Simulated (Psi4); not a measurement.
# wB97X/cc-pVTZ run of [BCl2]+ (SMILES Cl[B+]Cl), part 2 of 2

Psi4 1.11. The steps go on from the part before.

**3. The triplet**

The input, bcl2.py:

```python
import psi4

psi4.set_memory('2200 MB')
psi4.set_num_threads(1)
psi4.set_output_file('run.log', False)

m = psi4.geometry("""
1 3
Cl    -1.267920     0.785680    -0.605300
B      0.000010     0.000020     0.000000
Cl     1.267910    -0.785700     0.605290
units angstrom
symmetry c1
""")

options = {'reference': 'uks', 'puream': True, 'e_convergence': 1e-09, 'd_convergence': 1e-08, 'scf_type': 'pk', 'dft_radial_points': 99, 'dft_spherical_points': 590, 'maxiter': 100}
psi4.set_options(options)

e_tot, wfn = psi4.gradient("wb97x/cc-pVTZ", return_wfn=True)
psi4.oeprop(wfn, "MAYER_INDICES", "MULLIKEN_CHARGES", "LOWDIN_CHARGES", title="WB97X")
print('gradient / Eh bohr^-1')
print(e_tot.np.round(6))
print(f'energy = {wfn.energy():.10f} Eh')
```

The run is started by

```bash
python bcl2.py
```

run.log:

```text
[-0.00000917  0.00000039 -0.00000078]
 [ 0.0000057  -0.         -0.05360863]]

    h
    h
    h

    -----------------------------------------------------------------------

    Memory:     2.0 GiB
    Threads:    1
                ecpint, einsums, f̶o̶r̶t̶e̶, gauxc, gcp, g̶d̶m̶a̶, geometric, g̶p̶u̶_̶d̶f̶c̶c̶,
                i̶n̶t̶e̶g̶r̶a̶t̶o̶r̶x̶x̶, i̶p̶i̶, libefp, m̶d̶i̶, m̶p̶2̶d̶, m̶r̶c̶c̶, ooo,
                o̶p̶e̶n̶f̶e̶r̶m̶i̶o̶n̶p̶s̶i̶4̶, pcmsolver, p̶s̶i̶4̶f̶o̶c̶k̶c̶i̶, p̶s̶i̶x̶a̶s̶,
                p̶y̶e̶i̶n̶s̶u̶m̶s̶, r̶e̶s̶p̶, s̶i̶m̶i̶n̶t̶, s̶n̶s̶m̶p̶2̶,
                v̶2̶r̶d̶m̶_̶c̶a̶s̶s̶c̶f̶

gradient() will perform analytic gradient computation.

   => Loading Basis Set <=

    Name: CC-PVTZ
    Role: ORBITAL
    Keyword: BASIS

         ---------------------------------------------------------
                                   SCF
                              UKS Reference
                        1 Threads,   2098 MiB Core
         ---------------------------------------------------------

  ==> Geometry <==

    Molecular point group: c1
    Full point group: C1

    Geometry (in Angstrom), charge = 1, multiplicity = 3:

       Center              X                  Y                   Z               Mass
    ------------   -----------------  -----------------  -----------------  -----------------
         CL           0.000028859091     0.000004994126    -1.609751174734    34.968852682000
         B            0.000028859091     0.000004994126    -0.000000818157    11.009305360000
         CL          -0.000037944850    -0.000006566435     1.609751432316    34.968852682000

  Running in c1 symmetry.

  Rotational constants: A = 1542295027.16651  B =      0.09302  C =      0.09302 [cm^-1]
  Rotational constants: A = 46236841715542.41406  B =   2788.61301  C =   2788.61301 [MHz]
  Nuclear repulsion =  103.386300936329633

  Charge       = 1
  Multiplicity = 3
  Electrons    = 38
  Nalpha       = 20
  Nbeta        = 18

  ==> Algorithm <==

  SCF Algorithm Type is PK.
  DIIS enabled.
  MOM disabled.
  Fractional occupation disabled.
  Guess Type is SAD.
  Energy threshold   = 1.00e-09
  Density threshold  = 1.00e-08
  Integral threshold = 1.00e-12

  ==> Primary Basis <==

  Basis Set: CC-PVTZ
    Blend: CC-PVTZ
    Number of shells: 34
    Number of basis functions: 98
    Number of Cartesian functions: 113
    Spherical Harmonics?: true
    Max angular momentum: 3

  ==> DFT Potential <==

   => LibXC <=

    Version 7.1.2

   => Composite Functional: WB97X <=

    wB97X Hyb-GGA Exchange-Correlation Functional

    Deriv               =              1
    GGA                 =           TRUE
    Meta                =          FALSE

    Exchange Hybrid     =           TRUE
    MP2 Hybrid          =          FALSE

   => Exchange-Correlation Functionals <=

    1.0000   wB97X range-separated functional

   => Exact (HF) Exchange <=

    0.8423            HF,LR [omega = 0.3000]
    0.1577               HF

   => LibXC Density Thresholds  <==

    XC_HYB_GGA_XC_WB97X:  1.00E-14

   => Molecular Quadrature <=

    Radial Scheme          =       TREUTLER
    Pruning Scheme         =           NONE
    Nuclear Scheme         =       TREUTLER

    Blocking Scheme        =         OCTREE
    BS radius alpha        =              1
    Pruning alpha          =              1
    Radial Points          =             99
    Spherical Points       =            590
    Total Points           =         164134
    Total Blocks           =           1298
    Max Points             =            256
    Max Functions          =             98
    Weights Tolerance      =       1.00E-15

  ==> Integral Setup <==

  Using in-core PK algorithm.
   Calculation information:
      Number of atoms:                   3
      Number of AO shells:              34
      Number of primitives:            146
      Number of atomic orbitals:       113
      Number of basis functions:        98

      Integral cutoff                 1.00e-12
      Number of threads:                 1

  Performing in-core PK
  Using 35305578 doubles for integral storage.
  We computed 175264 shell quartets total.
  Whereas there are 177310 unique shell quartets.

  Computing range-separated integrals for PK
  We computed 175264 wK shell quartets total.
  Whereas there are 177310 wK unique shell quartets.

  ==> DiskJK: Disk-Based J/K Matrices <==

    J tasked:                  Yes
    K tasked:                  Yes
    wK tasked:                 Yes
    Omega:               3.000E-01
    Memory [MiB]:             1159
    Schwarz Cutoff:          1E-12

  Cached 100.0% of DFT collocation blocks in 0.404 [GiB].

  Minimum eigenvalue in the overlap matrix is 1.1872076761E-03.
  Reciprocal condition number of the overlap matrix is 2.7485235808E-04.
    Using symmetric orthogonalization.

  ==> Pre-Iterations <==

  SCF Guess: Superposition of Atomic Densities via on-the-fly atomic UHF (no occupation information).

   -------------------------
    Irrep   Nso     Nmo
   -------------------------
     A         98      98
   -------------------------
    Total      98      98
   -------------------------

  ==> Iterations <==

                        Total Energy        Delta E     RMS |[F,P]|

   @UKS iter SAD:  -945.24958638487192   -9.45250e+02   0.00000e+00
   @UKS iter   1:  -944.74888865736796    5.00698e-01   1.72901e-03 ADIIS/DIIS
   @UKS iter   2:  -944.76523856146605   -1.63499e-02   6.64392e-04 ADIIS/DIIS
   @UKS iter   3:  -944.76749683399407   -2.25827e-03   3.48216e-04 ADIIS/DIIS
   @UKS iter   4:  -944.76831339600869   -8.16562e-04   7.95838e-05 DIIS
   @UKS iter   5:  -944.76856727815755   -2.53882e-04   5.27898e-05 DIIS
   @UKS iter   6:  -944.76874016808767   -1.72890e-04   4.72216e-05 DIIS
   @UKS iter   7:  -944.76897533052954   -2.35162e-04   4.22149e-05 DIIS
   @UKS iter   8:  -944.76960074862052   -6.25418e-04   2.27383e-05 DIIS
   @UKS iter   9:  -944.76972702281637   -1.26274e-04   9.18976e-06 DIIS
   @UKS iter  10:  -944.76974623942363   -1.92166e-05   2.58171e-06 DIIS
   @UKS iter  11:  -944.76974640389358   -1.64470e-07   1.07488e-06 DIIS
   @UKS iter  12:  -944.76974644112329   -3.72297e-08   4.53200e-07 DIIS
   @UKS iter  13:  -944.76974644279676   -1.67347e-09   2.55168e-07 DIIS
   @UKS iter  14:  -944.76974644403322   -1.23646e-09   5.76443e-08 DIIS
   @UKS iter  15:  -944.76974644409211   -5.88898e-11   1.64223e-08 DIIS
   @UKS iter  16:  -944.76974644410029   -8.18545e-12   9.01348e-09 DIIS
  Energy and wave function converged.

  ==> Post-Iterations <==

   Electrons on quadrature grid:
      Nalpha   =   20.0000001136 ; deviation = 1.136e-07
      Nbeta    =   18.0000001020 ; deviation = 1.020e-07
      Ntotal   =   38.0000002157 ; deviation = 2.157e-07

   @Spin Contamination Metric:   8.214400135E-03
   @S^2 Expected:                2.000000000E+00
   @S^2 Observed:                2.008214400E+00
   @S   Expected:                1.000000000E+00
   @S   Observed:                1.000000000E+00

    Orbital Energies [Eh]
    ---------------------

    Alpha Occupied:

       1A   -101.872926     2A   -101.872921     3A     -9.893921
       4A     -9.893913     5A     -7.657135     6A     -7.657131
       7A     -7.650990     8A     -7.650987     9A     -7.645719
      10A     -7.645717    11A     -7.163324    12A     -1.309751
      13A     -1.295856    14A     -0.902399    15A     -0.847864
      16A     -0.817141    17A     -0.782203    18A     -0.772683
      19A     -0.735229    20A     -0.477607

    Alpha Virtual:

      21A     -0.196799    22A     -0.143929    23A     -0.011659
      24A      0.015457    25A      0.038500    26A      0.053820
      27A      0.058588    28A      0.129444    29A      0.133189
      30A      0.133674    31A      0.148056    32A      0.173574
      33A      0.252554    34A      0.252798    35A      0.256415
      36A      0.271419    37A      0.289095    38A      0.304486
      39A      0.337052    40A      0.413268    41A      0.438571
      42A      0.439039    43A      0.503672    44A      0.524023
      45A      0.677510    46A      0.792320    47A      0.889855
      48A      0.896969    49A      0.915706    50A      0.963248
      51A      1.115115    52A      1.129367    53A      1.178062
      54A      1.391801    55A      1.402314    56A      1.412013
      57A      1.413753    58A      1.491356    59A      1.492413
      60A      1.564440    61A      1.567972    62A      1.584844
      63A      1.604007    64A      1.617836    65A      1.697636
      66A      1.698406    67A      1.772076    68A      1.774299
      69A      1.794421    70A      1.869830    71A      1.869852
      72A      1.930643    73A      1.930778    74A      1.958365
      75A      1.976509    76A      1.999782    77A      2.000766
      78A      2.068721    79A      2.076120    80A      2.093911
      81A      2.116174    82A      2.134500    83A      2.155586
      84A      2.171603    85A      2.327473    86A      2.391451
      87A      2.447991    88A      2.450178    89A      2.845059
      90A      2.858997    91A      2.874674    92A      3.002558
      93A      3.403485    94A      3.416800    95A      3.497405
      96A      4.666492    97A      5.983958    98A      6.829567

    Beta Occupied:

       1A   -101.868979     2A   -101.868974     3A     -9.890769
       4A     -9.890764     5A     -7.649085     6A     -7.649081
       7A     -7.644713     8A     -7.644711     9A     -7.643374
      10A     -7.643372    11A     -7.157982    12A     -1.275872
      13A     -1.260006    14A     -0.869763    15A     -0.831188
      16A     -0.770213    17A     -0.724154    18A     -0.694885

    Beta Virtual:

      19A     -0.473832    20A     -0.180440    21A     -0.152143
      22A     -0.123022    23A      0.001365    24A      0.015630
      25A      0.049839    26A      0.061125    27A      0.061810
      28A      0.147095    29A      0.148411    30A      0.150766
      31A      0.160145    32A      0.177778    33A      0.275212
      34A      0.285088    35A      0.285537    36A      0.286267
      37A      0.309546    38A      0.314586    39A      0.344730
      40A      0.422579    41A      0.460374    42A      0.462857
      43A      0.530553    44A      0.541117    45A      0.688677
      46A      0.807025    47A      0.898769    48A      0.904756
      49A      0.928543    50A      0.977269    51A      1.142325
      52A      1.155864    53A      1.191061    54A      1.411113
      55A      1.424743    56A      1.442281    57A      1.443368
      58A      1.524669    59A      1.525107    60A      1.589414
      61A      1.613640    62A      1.616215    63A      1.622925
      64A      1.627197    65A      1.717838    66A      1.719207
      67A      1.797136    68A      1.798738    69A      1.806328
      70A      1.905465    71A      1.905491    72A      1.966914
      73A      1.966947    74A      1.983694    75A      1.987410
      76A      2.029143    77A      2.030578    78A      2.077893
      79A      2.102040    80A      2.110370    81A      2.142070
      82A      2.148571    83A      2.179048    84A      2.184669
      85A      2.345885    86A      2.413307    87A      2.478092
      88A      2.479799    89A      2.853710    90A      2.884681
      91A      2.897779    92A      3.020852    93A      3.425592
      94A      3.439760    95A      3.513333    96A      4.679592
      97A      5.994843    98A      6.847569

    Final Occupation by Irrep:
              A
    DOCC [    18 ]
    SOCC [     2 ]
    NA   [    20 ]
    NB   [    18 ]

  @UKS Final Energy:  -944.76974644410029

   => Energetics <=

    Nuclear Repulsion Energy =            103.3863009363296328
    One-Electron Energy =               -1497.5509144459342679
    Two-Electron Energy =                 495.2419138628837914
    DFT Exchange-Correlation Energy =     -45.8470467973795905
    Empirical Dispersion Energy =           0.0000000000000000
    VV10 Nonlocal Energy =                  0.0000000000000000
    Total Energy =                       -944.7697464441002921

  UHF NO Occupations:
  HONO-2 :   18  A 1.9984370
  HONO-1 :   19  A 1.0000000
  HONO-0 :   20  A 1.0000000
  LUNO+0 :   21  A 0.0015630
  LUNO+1 :   22  A 0.0013034
  LUNO+2 :   23  A 0.0006345
  LUNO+3 :   24  A 0.0003720

Computation Completed

Properties will be evaluated at   0.000000,   0.000000,   0.000000 [a0]

Properties computed using the SCF density matrix

 Multipole Moments:

 ------------------------------------------------------------------------------------
     Multipole            Electronic (a.u.)      Nuclear  (a.u.)        Total (a.u.)
 ------------------------------------------------------------------------------------

 L = 1.  Multiply by 2.5417464519 to convert [e a0] to [Debye]
 Dipole X            :         -0.0000169           -0.0000192           -0.0000361
 Dipole Y            :          0.0000087           -0.0000033            0.0000054
 Dipole Z            :          0.0000128            0.0000005            0.0000133
 Magnitude           :                                                    0.0000389

 ------------------------------------------------------------------------------------

	total time  =         24 seconds =       0.40 minutes

         ------------------------------------------------------------
                                   SCF GRAD
         ------------------------------------------------------------

  ==> Geometry <==

    Molecular point group: c1
    Full point group: C1

    Geometry (in Angstrom), charge = 1, multiplicity = 3:

       Center              X                  Y                   Z               Mass
    ------------   -----------------  -----------------  -----------------  -----------------
         CL           0.000028859091     0.000004994126    -1.609751174734    34.968852682000
         B            0.000028859091     0.000004994126    -0.000000818157    11.009305360000
         CL          -0.000037944850    -0.000006566435     1.609751432316    34.968852682000

  Nuclear repulsion =  103.386300936329633

  ==> Basis Set <==

  Basis Set: CC-PVTZ
    Blend: CC-PVTZ
    Number of shells: 34
    Number of basis functions: 98
    Number of Cartesian functions: 113
    Spherical Harmonics?: true
    Max angular momentum: 3

  ==> DirectJKGrad: Integral-Direct SCF Gradients <==

    Gradient:                    1
    J tasked:                  Yes
    K tasked:                  Yes
    wK tasked:                 Yes
    Omega:               3.000E-01
    Integrals threads:           1
    Schwarz Cutoff:          1E-12

  ==> DFT Potential <==

   => LibXC <=

    Version 7.1.2

   => Composite Functional: WB97X <=

    wB97X Hyb-GGA Exchange-Correlation Functional

    Deriv               =              1
    GGA                 =           TRUE
    Meta                =          FALSE

    Exchange Hybrid     =           TRUE
    MP2 Hybrid          =          FALSE

   => Exchange-Correlation Functionals <=

    1.0000   wB97X range-separated functional

   => Exact (HF) Exchange <=

    0.8423            HF,LR [omega = 0.3000]
    0.1577               HF

   => LibXC Density Thresholds  <==

    XC_HYB_GGA_XC_WB97X:  1.00E-14

   => Molecular Quadrature <=

    Radial Scheme          =       TREUTLER
    Pruning Scheme         =           NONE
    Nuclear Scheme         =       TREUTLER

    Blocking Scheme        =         OCTREE
    BS radius alpha        =              1
    Pruning alpha          =              1
    Radial Points          =             99
    Spherical Points       =            590
    Total Points           =         164134
    Total Blocks           =           1298
    Max Points             =            256
    Max Functions          =             98
    Weights Tolerance      =       1.00E-15

  -Total Gradient:
     Atom            X                  Y                   Z
    ------   -----------------  -----------------  -----------------
       1        0.000003475948    -0.000000387626     0.053609404259
       2       -0.000009173846     0.000000392219    -0.000000780262
       3        0.000005700675    -0.000000002632    -0.053608629894

	total time  =         43 seconds =       0.72 minutes

Properties will be evaluated at   0.000000,   0.000000,   0.000000 [a0]

Properties computed using the WB97X density matrix

  Mulliken Charges: (a.u.)
   Center  Symbol    Alpha    Beta     Spin     Total
       1    CL     8.53755  7.92272  0.61483  0.53973
       2     B     2.92489  2.15457  0.77032 -0.07945
       3    CL     8.53756  7.92271  0.61484  0.53973

   Total alpha = 20.00000, Total beta = 18.00000, Total charge =  1.00000

  Lowdin Charges: (a.u.)
   Center  Symbol    Alpha    Beta     Spin     Total
       1    CL     8.27944  7.64737  0.63207  1.07319
       2     B     3.44111  2.70527  0.73584 -1.14638
       3    CL     8.27944  7.64736  0.63208  1.07319

  Total alpha = 20.00000, Total beta = 18.00000, Total charge =  1.00000

  Mayer Bond Indices:

  Total Bond Index:
  Irrep: 1 Size: 3 x 3

                 1                   2                   3

    1     0.00000000000000     1.51379917117511     0.32997290415612
    2     1.51379917117511     0.00000000000000     1.51379059950957
    3     0.32997290415612     1.51379059950957     0.00000000000000

  Alpha Contribution:
  Irrep: 1 Size: 3 x 3

                 1                   2                   3

    1     0.00000000000000     0.70788365579847     0.01934272415296
    2     0.70788365579847     0.00000000000000     0.70788112770271
    3     0.01934272415296     0.70788112770271     0.00000000000000

  Beta Contribution:
  Irrep: 1 Size: 3 x 3

                 1                   2                   3

    1     0.00000000000000     0.80591551537664     0.31063018000317
    2     0.80591551537664     0.00000000000000     0.80590947180686
    3     0.31063018000317     0.80590947180686     0.00000000000000

  Atomic Valences:

 #  #
 Irrep: 1
      1:    1.843772075331232
      2:    3.027589770684679
      3:    1.843763503665695
```

On the terminal:

```text
gradient / Eh bohr^-1
[[ 3.0000e-06 -0.0000e+00  5.3609e-02]
 [-9.0000e-06  0.0000e+00 -1.0000e-06]
 [ 6.0000e-06 -0.0000e+00 -5.3609e-02]]
energy = -944.7697464441 Eh
```

Wall time 68 s (1 thread of Intel Xeon 6975P-C (Granite Rapids), shared host); peak memory 1.1 GiB.

**4. Results**

The summary covers parts 1 to 2.

Level: wB97X/cc-pVTZ.

| quantity | value |
| --- | --- |
| singlet: total energy | -945.01452 Eh |
| singlet: HOMO energy | -19.43 eV |
| singlet: LUMO energy | -5.92 eV |
| singlet: HOMO–LUMO gap | 13.51 eV |
| singlet: largest force on an atom | 0.121 eV/Å |
| triplet: total energy | -944.76975 Eh |
| triplet: HOMO energy (highest over α and β) | -13.00 eV |
| triplet: LUMO energy (lowest over α and β) | -12.89 eV |
| triplet: ⟨S²⟩ | 2.008 |
| triplet: largest force on an atom | 2.757 eV/Å |
| vertical energy of the triplet above the singlet | 6.661 eV |

At this shape the triplet lies 6.66 eV (154 kcal/mol) above the singlet. Mulliken charges (triplet) run from -0.08 on B2 to +0.54 on Cl1.
